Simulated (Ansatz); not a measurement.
C₄H₃N, SMILES `C#CN=C=C` at its PBE0-D4/def2-TZVP geometry, where that method's forces vanish. Total charge 0; spin multiplicity 1.

```json
{"atom": "C1", "x (Å)": "-1.753", "y (Å)": "1.743", "z (Å)": "0.883"}
{"atom": "C2", "x (Å)": "-0.993", "y (Å)": "1.118", "z (Å)": "0.193"}
{"atom": "N3", "x (Å)": "-0.188", "y (Å)": "0.514", "z (Å)": "-0.671"}
{"atom": "C4", "x (Å)": "0.552", "y (Å)": "-0.445", "z (Å)": "-0.522"}
{"atom": "C5", "x (Å)": "1.372", "y (Å)": "-1.453", "z (Å)": "-0.484"}
{"atom": "H6", "x (Å)": "-2.420", "y (Å)": "2.278", "z (Å)": "1.516"}
{"atom": "H7", "x (Å)": "1.020", "y (Å)": "-2.452", "z (Å)": "-0.704"}
{"atom": "H8", "x (Å)": "2.409", "y (Å)": "-1.303", "z (Å)": "-0.212"}
```

Question: For each bond, give half the difference of the two atoms' forces along it (eV/Å; positive pushes the atoms apart) under PBE-D4, r2SCAN-D4, B3LYP-D4, ωB97M-V in def2-TZVPP. (Estimate.)

Answer: Computed: 
```csv
bond,length (Å),PBE-D4,r2SCAN-D4,B3LYP-D4,ωB97M-V
C1–C2,1.202,1.06,0.45,-0.03,-0.64
C1–H6,1.063,-0.43,-0.27,-0.11,0.10
C2–N3,1.327,-0.78,-0.38,0.11,0.88
N3–C4,1.220,0.65,0.34,0.06,-0.28
C4–C5,1.300,-0.07,-0.07,0.02,0.19
C5–H7,1.082,0.04,-0.03,-0.06,-0.11
C5–H8,1.082,0.04,-0.03,-0.06,-0.11
```

B3LYP here is the variant with VWN-RPA as its local correlation; programs differ in this.
